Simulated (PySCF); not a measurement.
Stepwise substitution at one centre (Al H-F). Gas-phase values, no solvent. Strings in code marks are SMILES.

The HOMO from two functionals at the same geometries (CAM-B3LYP-D3(BJ)/def2-TZVP), both in PySCF: PBE-D3(BJ)/def2-TZVP and CAM-B3LYP-D3(BJ)/def2-TZVP. 

```json
[
 {"species": "0 of 3 H replaced by F", "CAM-B3LYP-D3(BJ)/def2-TZVP (eV)": "-10.02"},
 {"species": "1 of 3 H replaced by F", "CAM-B3LYP-D3(BJ)/def2-TZVP (eV)": "-10.25"},
 {"species": "2 of 3 H replaced by F (`[F][AlH][F]`)", "CAM-B3LYP-D3(BJ)/def2-TZVP (eV)": "-11.65"},
 {"species": "3 of 3 H replaced by F (`[F][Al]([F])[F]`)", "CAM-B3LYP-D3(BJ)/def2-TZVP (eV)": "-13.33"}
]
```

What does PBE-D3(BJ)/def2-TZVP give for each?


- 0 of 3 H replaced by F: -7.31
- 1 of 3 H replaced by F: -7.46
- 2 of 3 H replaced by F (`[F][AlH][F]`): -8.67
- 3 of 3 H replaced by F (`[F][Al]([F])[F]`): -9.62
Over these rows, drawn at random from the members with no instability flagged (it was tested for open shells, ions and some series alone), PBE minus CAM-B3LYP-D3(BJ): mean +3.05 eV, from +2.71 eV to +3.70 eV.
